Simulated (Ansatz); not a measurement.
For 1T (CdI2-type) TiS2, PBE in Ansatz (PAW) gives:

| Item | Value |
|---|---|
| lattice constant a | 3.416 Å |
| lattice parameter c | 6.577 Å |

Task: What does PBE0-D4 (plane waves, PAW; Ansatz, an electronic-structure program) give for the same quantities?

Result: 
- lattice constant a: 3.378 Å (shrinks by 1.1 %)
- lattice parameter c: 5.681 Å (falls by 14 %)

For comparison: lattice constant a 3.407 Å (measured, temperature not stated, not corrected to a static lattice; as tabulated in Chianelli et al. (1975), doi:10.1016/0025-5408(75)90100-2); lattice parameter c 5.695 Å (measured, temperature not stated, not corrected to a static lattice; as tabulated in Chianelli et al. (1975), doi:10.1016/0025-5408(75)90100-2).

Changes are worked out from the printed values.

Unless a cell is named, each level is at its own relaxed cell (PBE 22.15, PBE0-D4 18.72 Å³/atom).

Caveats: exact exchange on metals is sensitive to the k mesh and can open a false gap (PBE0-D4); for a layered or molecular solid the relaxed cell lies over 5 % above the published volume, where the minimum can be shallow (PBE); the cell comes from a level without a dispersion term, which matters for the spacing of layers, chains or molecules (PBE). Ansatz's density-functional and Hartree–Fock values are scalar-relativistic unless marked +SOC, with PAW data made under PBE.
